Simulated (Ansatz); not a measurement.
Pressure against volume: Yb

```cif
data_structure
_symmetry_space_group_name_H-M 'Fm-3m'
_symmetry_Int_Tables_number 225
_cell_length_a 5.2226
_cell_length_b 5.2226
_cell_length_c 5.2226
_cell_angle_alpha 90.000
_cell_angle_beta 90.000
_cell_angle_gamma 90.000
_cell_volume 142.45
loop_
_atom_site_label
_atom_site_type_symbol
_atom_site_symmetry_multiplicity
_atom_site_Wyckoff_symbol
_atom_site_fract_x
_atom_site_fract_y
_atom_site_fract_z
_atom_site_occupancy
Yb1 Yb 4 a 0.00000 0.00000 0.00000 1
```

The runs use the primitive cell with vectors (0.000, 2.611, 2.611), (2.611, 0.000, 2.611), (2.611, 2.611, 0.000) Å, to which the k mesh refers.

The cell was built from the fcc type and relaxed in the same program, and has space group Fm-3m; it needn't be a known or the stable phase.

Semilocal functionals without a Hubbard term describe localised f shells poorly; where the shell is localised, the real material differs.

No spin–orbit coupling, which matters for the heavy atoms here.

Levels of theory: DFT, PBE, all-electron LAPW, scalar-relativistic (Ansatz 0.2.0); DFT, PBE, PAW with Ansatz's default frozen-core files, scalar-relativistic (Ansatz 0.2.0).

For LAPW: a Γ-centred 13×13×13 k mesh, Fermi–Dirac smearing of 0.05 eV, basis error target 0.25 meV/atom, no spin polarisation. PAW takes a cutoff of 420 eV at this cell. The Ansatz runs share mesh, smearing and spin set-up. Plane-wave (PAW) pressures include the program's estimate of the Pulay term.

The cell above is scaled evenly, with fractional coordinates and shape held.

```csv
V/V(cell),V (Å³/atom),"P, LAPW (GPa)","P, PAW (GPa)"
0.9405,33.493,1.33,1.32
0.9800,34.899,0.43,0.42
1.0000,35.611,0.03,0.02
1.0200,36.324,-0.34,-0.35
1.0600,37.748,?,?
```

Q: Fill in the row V/V(cell) = 1.0600.

A: P, LAPW (GPa) = -0.99, P, PAW (GPa) = -1.00.

Q: What do Birch–Murnaghan fits to the pressures give?

A: LAPW: V0 = 35.67 Å³/atom, B0 = 19 GPa, B0′ = 3.3; PAW: V0 = 35.65 Å³/atom, B0 = 19 GPa, B0′ = 3.3.

PAW's V0 lies -0.06 % from the all-electron value and its B0 0.2 %. Symmetry fixes shape and coordinates here, so this is the relaxed modulus.
